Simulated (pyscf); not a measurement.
Structures and frequencies: ωB97X-D3(BJ)/def2-SVP in PySCF.

### Question
Estimate the classical barrier height and the reaction energy of Cl–GeH₃ + H atom (H•) → GeH₃• + hydrogen chloride (HCl) at PBE/def2-TZVP. The step runs on the doublet surface, breaks Cl–Ge and forms Cl–H; take the separated reactants as zero.

### Answer
ΔE‡ = 4.8 kcal/mol, ΔE = -6.9 kcal/mol. CCSD(T)/def2-TZVPP + ΔMP2(QZVPP) gives 13.2 kcal/mol and -7.4 kcal/mol. Zero-point energy shifts the barrier by +0.1 kcal/mol. It is an atom transfer, with an imaginary mode of 1029i cm⁻¹. The same reactants have a lower exit, to Cl–GeH₂• + H₂ (barrier +3.1 kcal/mol at ωB97M-D3(BJ), against +13.5 kcal/mol here). One saddle was located; it need not be the lowest between these sides. The angle at the transferred Cl is 180°. The CCSD(T) − MP2 part came from Ansatz, without density fitting, on the same reference. The frozen core leaves the outer d or s,p core shells of the metals and heavy elements correlated in the MP2 and CC values, and def2-TZVPP describes them poorly, which can shift differences by a few kcal/mol. Elements up to Kr have no core potential and no relativistic terms here.
